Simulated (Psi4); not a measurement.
# HOF (SMILES OF): OMP2/aug-cc-pVTZ (density fitting for correlation)

Aim: the energy change on altering one bond length of HOF at OMP2/aug-cc-pVTZ (density fitting for correlation), from 2 runs. 

The calculation is run with Psi4 1.11.

1 further run of the same task is left out (set aside as unsound or not needed).

**1. The molecule**

The species is HOF (3 atoms), meant as a singlet with charge 0. As SMILES, `OF`. The coordinates come from a PBE0-D4/def2-TZVP relaxation.

Bond lengths: O1–F2 1.406 Å, O1–H3 0.969 Å. Angles: F2–O1–H3 99.1°.

**2. A single-point energy at OMP2/aug-cc-pVTZ (density fitting for correlation)**

The input, job.in:

```
memory 2.2 GB

molecule mol {
  0 1
  O
  F 1 r2
  H 1 r3 2 a3

  r2 = 1.406397
  r3 = 0.969153
  a3 = 99.05738
  symmetry c1
}

set {
  basis           aug-cc-pVTZ
  puream          true
  e_convergence   1e-09
  d_convergence   1e-08
  scf_type        pk
  num_frozen_docc 2
}

energy("omp2")
```

The run is started by

```bash
psi4 -n 1 job.in job.out
```

job.out:

```text
[...]
  Running in c1 symmetry.
[...]
  Nuclear repulsion =   34.062705558208670
[...]
  Multiplicity = 1
[...]
  Nalpha       = 9
  Nbeta        = 9
[...]
    Number of basis functions: 115
[...]
   @RHF iter   1:  -174.78021489492843   -6.97274e-01   2.40209e-03 ADIIS/DIIS
[...]
   @RHF iter  12:  -174.80941434250161   -2.89901e-12   4.40729e-09 DIIS
[...]
    Orbital Energies [Eh]
    ---------------------
    Doubly Occupied:
       1A    -26.350539     2A    -20.693256     3A     -1.658695
       4A     -1.313583     5A     -0.783497     6A     -0.729944
       7A     -0.694617     8A     -0.605396     9A     -0.541527
[...]
  @RHF Final Energy:  -174.80941434250161
   => Energetics <=
    Nuclear Repulsion Energy =             34.0627055582086697
    One-Electron Energy =                -311.0021313375252703
    Two-Electron Energy =                 102.1300114368149536
    Total Energy =                       -174.8094143425016398
[...]
 Multipole Moments:
 ------------------------------------------------------------------------------------
     Multipole            Electronic (a.u.)      Nuclear  (a.u.)        Total (a.u.)
 ------------------------------------------------------------------------------------
 L = 1.  Multiply by 2.5417464519 to convert [e a0] to [Debye]
 Dipole X            :          0.1836801           -0.8972517           -0.7135716
 Dipole Y            :         -1.0376760            1.4689612            0.4312852
 Dipole Z            :          0.0000000            0.0000000            0.0000000
 Magnitude           :                                                    0.8337814
[...]
	Warning: cc_lambda option is changed to TRUE
	For this residual convergence, default PCG convergence is:     1.00e-07
[...]
	DF-MP2 Total Energy (a.u.)         :  -175.32628280805454
[...]
	DF-MP2 Total Energy (a.u.)         :  -175.33494913606717
[...]
	DF-OMP2 Total Energy (a.u.)        :  -175.33494913607538
[...]
```

Wall time 13 s (1 thread of Intel Xeon Platinum 8375C at 2.90GHz (Ice Lake), shared host); peak memory 0.55 GiB.

**3. The distorted shape, same level**

The input, run_ase.py:

```python
import numpy as np
from ase.calculators.psi4 import Psi4
from ase import Atoms

mol = Atoms(['O', 'F', 'H'], positions=[
    [0.526465, -0.121265, 0.279571],
    [-0.126035, 1.103695, 0.052261],
    [-0.208690, -0.804280, -0.205350],
])
calc = Psi4(atoms=mol, method='omp2', basis='aug-cc-pVTZ', memory='2200MB', num_threads=1, charge=0, multiplicity=1, label='psi4-calc')
calc.psi4.set_options({'puream': True, 'e_convergence': 1e-09, 'd_convergence': 1e-08, 'scf_type': 'pk', 'num_frozen_docc': 2})
mol.calc = calc

print(f'energy: {mol.get_potential_energy():.6f} eV')
```

The run is started by

```bash
python run_ase.py
```

psi4-calc.dat:

```text
[...]
  Running in c1 symmetry.
[...]
  Nuclear repulsion =   33.360956473488514
[...]
  Multiplicity = 1
[...]
  Nalpha       = 9
  Nbeta        = 9
[...]
    Number of basis functions: 115
[...]
   @RHF iter   1:  -174.75686170269285   -7.64896e-01   2.40051e-03 ADIIS/DIIS
[...]
   @RHF iter  12:  -174.78874032964603   -7.70228e-12   7.88482e-09 DIIS
[...]
    Orbital Energies [Eh]
    ---------------------
    Doubly Occupied:
       1A    -26.344960     2A    -20.701176     3A     -1.649678
       4A     -1.280540     5A     -0.756505     6A     -0.724499
       7A     -0.685847     8A     -0.585727     9A     -0.535101
[...]
  @RHF Final Energy:  -174.78874032964603
   => Energetics <=
    Nuclear Repulsion Energy =             33.3609564734885140
    One-Electron Energy =                -309.7713290314295023
    Two-Electron Energy =                 101.6216322282949420
    Total Energy =                       -174.7887403296460604
[...]
 Multipole Moments:
 ------------------------------------------------------------------------------------
     Multipole            Electronic (a.u.)      Nuclear  (a.u.)        Total (a.u.)
 ------------------------------------------------------------------------------------
 L = 1.  Multiply by 2.5417464519 to convert [e a0] to [Debye]
 Dipole X            :         -0.3001407           -0.0740408           -0.3741814
 Dipole Y            :          1.0180356           -1.7951996           -0.7771640
 Dipole Z            :         -0.0541443           -0.2403090           -0.2944533
 Magnitude           :                                                    0.9114266
[...]
	Warning: cc_lambda option is changed to TRUE
	For this residual convergence, default PCG convergence is:     1.00e-07
[...]
	DF-MP2 Total Energy (a.u.)         :  -175.31237427204942
[...]
	DF-MP2 Total Energy (a.u.)         :  -175.32185742581160
[...]
	DF-OMP2 Total Energy (a.u.)        :  -175.32185742581257
[...]
```

Standard output:

```text
energy: -4770.750741 eV
```

Run time: 14 s. Hardware: 1 thread of Intel Xeon Platinum 8375C at 2.90GHz (Ice Lake), shared host; peak memory 0.56 GiB.

**4. What came out**

Level: OMP2/aug-cc-pVTZ (density fitting for correlation), 2 core orbitals frozen.

| quantity | value |
| --- | --- |
| first shape: total energy | -175.33495 Eh |
| first shape: HOMO energy (Hartree–Fock orbitals) | -14.74 eV |
| first shape: LUMO energy (Hartree–Fock orbitals) | 0.79 eV |
| first shape: HOMO–LUMO gap (Hartree–Fock orbitals) | 15.53 eV |
| first shape: correlation energy (2 core orbitals frozen) | -525.5 mEh |
| distorted shape: total energy | -175.32186 Eh |
| distorted shape: HOMO energy (Hartree–Fock orbitals) | -14.56 eV |
| distorted shape: LUMO energy (Hartree–Fock orbitals) | 0.69 eV |
| distorted shape: HOMO–LUMO gap (Hartree–Fock orbitals) | 15.25 eV |
| distorted shape: correlation energy (2 core orbitals frozen) | -533.1 mEh |
| energy change with the O1–H3 bond stretched from 0.969 to 1.115 Å | 0.356 eV |

**Reading.** With the O1–H3 bond stretched from 0.969 to 1.115 Å the energy rises by 0.36 eV (34.4 kJ/mol). The first shape isn't relaxed at this level, so the change isn't measured from a minimum.
